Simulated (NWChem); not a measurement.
# C4H5N cation, doublet; SMILES of the neutral closed-shell parent c1cc[nH]c1

```xyz
10

C      0.6778    -1.0264     0.0000
C     -0.6969    -1.0137     0.0000
C     -1.1073     0.3607     0.0000
N      0.0103     1.1418     0.0000
C      1.1135     0.3398     0.0000
H      1.3374    -1.8836     0.0000
H     -1.3723    -1.8585     0.0000
H     -2.1020     0.7897     0.0000
H      0.0198     2.1568     0.0000
H      2.1158     0.7506     0.0000
```
Atoms are numbered in this order, from 1.

Computed with NWChem. Spin-unrestricted. In the optimisation the excess spin sits in a" (Cs, its own frame). Coordinates come from a B3LYP/6-31G* (spherical d), spin-unrestricted optimisation. The spin multiplicity was typed, not searched, and may not be the lowest. No stability test was run on the SCF state. Level: PBE0/def2-SVP with SMD (1 M gas to 1 M solution), gas-phase geometry. Reactions with the solvent are ignored.

For solvent 1,4-dioxane:

- solvation free energy (kcal/mol) = -35.5
- cavity-dispersion-structure term (kcal/mol) = -0.4

Q: Estimate the same quantities for solvent anisole.

A: The solvation free energy (kcal/mol) is -50.4. The cavity-dispersion-structure term (kcal/mol) is -1.4.
